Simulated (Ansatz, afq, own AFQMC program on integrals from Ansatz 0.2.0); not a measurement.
# Atomization energy of AlGe, quartet, worked out

```tsv
atom	x (Å)	y (Å)	z (Å)
Ge	0.0000	0.0000	0.0000
Al	0.0000	0.0000	2.4669
```

Basis cc-pVTZ. Only valence electrons are correlated. Integrals, coupled cluster, full CI and functionals: Ansatz 0.2.0; the random walks run on the same integrals in our own AFQMC program. ph-AFQMC/CISD is guided by a CISD state made of CCSD amplitudes; releasing the constraint for a short imaginary time cuts its bias at the price of noise, slowly where states lie close. Uncertainties: one standard error, sampling alone. No spin–orbit coupling.

Total energies in eV. CBS is CCSD(T) at the limit of def2-TZVPP/QZVPP (extrapolated itself); the highest rung of each member is named.

Cautions: inner d shell frozen; no relativity below Rb; no spin-orbit coupling; AlGe (quartet): lower spins were not checked, the released energies are still falling, so no released level is given (meV from the phaseless value at times in 1/Eh: -4 ± 3 at 0.24, -9 ± 3 at 0.51, -17 ± 3 at 0.99, -21.0 ± 2.1 at 1.62, -23.9 ± 2.2 at 2.40), its ph-AFQMC/CISD value lies 35 ± 3 meV above CCSDT(Q).

```
       member  count  CCSD(T)/cc-pVTZ  highest rung in cc-pVTZ     which  CCSD(T)/CBS
 Ge (triplet)     +1      -56475.2712              -56475.2863       FCI  -56475.5964
 Al (doublet)     +1       -6583.2834               -6583.2963       FCI   -6583.4221
AlGe, quartet     -1      -63060.8561              -63060.9150  CCSDT(Q)  -63061.4269
```

Task: Work out the best estimate of the atomization energy: the CCSD(T)/CBS difference plus the step from CCSD(T) to the highest rung.

Result: Sums with the counts: CCSD(T)/CBS 2.4084 eV, highest rung 2.3324 eV, CCSD(T)/cc-pVTZ 2.3015 eV. The step is 2.3324 − 2.3015 = 0.0309 eV, so the best estimate is 2.4084 + (0.0309) = 2.4393 eV = 235.4 kJ/mol. The basis set is worth 0.107 eV of it. Zero-point, core-correlation and spin–orbit terms aren't in it. Past Ne the Hartree–Fock part of each CBS total tends to overshoot, since the cores don't follow the formula; that largely cancels in the difference.

Best estimates are given only where the step beyond CCSD(T) is under 0.3 eV and no member's determinant is very poor (T1 over 0.05, or 0.07 for open shells, ⟨S²⟩ too high by 0.3, two states mixed), so the hardest cases are missing from such tables.

CCSDT and higher add their correlation energy to the determinant of the CCSD(T) run, since their own runs factorise the integrals more tightly (a shift of under 2 meV). Each member of a difference takes its own highest rung, so a best estimate needn't equal the limit plus the step of one row.
